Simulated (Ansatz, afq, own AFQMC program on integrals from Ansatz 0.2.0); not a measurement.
**Where AFQMC and coupled cluster stand for SiGeH2, singlet**

```yaml
atoms:
  - { symbol: Si, position_ang: [0.0000, -0.0039, 1.5661] }
  - { symbol: Ge, position_ang: [0.0000, -0.0238, -0.5845] }
  - { symbol: H, position_ang: [0.0000, 1.3266, 0.5226] }
  - { symbol: H, position_ang: [0.0000, 0.5003, -2.0341] }
```

Connectivity, by distances: Si–GeH, 1 bridging H.

Basis cc-pVDZ. Only valence electrons are correlated. Ansatz 0.2.0 and our own AFQMC program on the same integrals; the CISD trial comes from CCSD amplitudes, and released means the phaseless constraint is let go. Error bars are statistical, one sigma. No spin–orbit coupling.

Determinant: UHF, the one that the program's search chose, which needn't be the lowest solution. The geometry is a PBE0/def2-TZVP stationary point of this or a neighbouring charge and spin state.

No full CI on the walks' own integrals is used here; CCSDT(Q) serves as the reference and is uncertain by about the last step of the cluster series.

Cautions: no relativity below Rb; no spin-orbit coupling; inner d shell frozen; an unrestricted solution with more broken spin lies lower (64 meV, ⟨S²⟩ 0.35), while this determinant keeps restricted orbitals.

```
T1 diagnostic                               : 0.0192
weight of the determinant in the CISD state : 0.840
⟨S²⟩ of the determinant                     : 0.000
size of the correlated space                : 10 electrons in 36 orbitals
```

Reference: CCSDT(Q), correlation energy -6.251 eV. The released energy is read at 2.40 1/Eh (meV from the phaseless value at times in 1/Eh: 2 ± 19 at 0.24, 4 ± 19 at 0.51, 3 ± 15 at 0.99, 14 ± 15 at 1.62, 27 ± 16 at 2.40).

```
         level  E − E(reference) (kcal/mol)  share of correlation (%)
            HF                       144.14                      0.00
           MP2                        27.80                     80.72
          CCSD                         8.29                     94.25
       CCSD(T)                         1.34                     99.07
         CCSDT                         0.60                     99.58
   ph-AFQMC/HF                 -0.07 ± 1.28                    100.05
 ph-AFQMC/CISD                 -0.06 ± 0.45                    100.04
released AFQMC                  0.56 ± 0.36                     99.61
```

A walk keeps the symmetry of its determinant, which the program's search chose and which needn't be the lowest solution, so a lower state of the same spin and another symmetry isn't excluded. Released energies are given only where the last usable release times agree within the noise; a slower fall can still hide under it.
